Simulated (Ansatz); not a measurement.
BH6NSi, SMILES `B[SiH2]N` at its PBE0-D4/def2-TZVP geometry, where that method's forces vanish. Total charge 0; spin multiplicity 1.

```xyz
9

B    -0.5797    1.5305   -0.1106
Si    0.4189   -0.1756   -0.4273
N    -0.1484   -1.4474    0.5896
H    -1.2153    1.7357    0.8832
H    -0.5096    2.4238   -0.9041
H     1.8643    0.2054   -0.2429
H     0.3154   -0.6486   -1.8366
H     0.2246   -2.3786    0.4974
H    -0.3702   -1.2452    1.5512
```

Task: What forces (eV/Å) does B3LYP-D4/def2-TZVPP give on these atoms in Ansatz? (Estimate.)

Result: The calculation gave: 
```
B1  -0.061  0.116  0.016
Si2  0.109  0.099 -0.159
N3  -0.006 -0.044  0.043
H4   0.064 -0.017 -0.101
H5  -0.013 -0.092  0.087
H6  -0.073 -0.029 -0.009
H7   0.007  0.024  0.080
H8  -0.016 -0.025  0.025
H9  -0.011 -0.032  0.017
```

B3LYP here is the variant with VWN-RPA as its local correlation; programs differ in this.
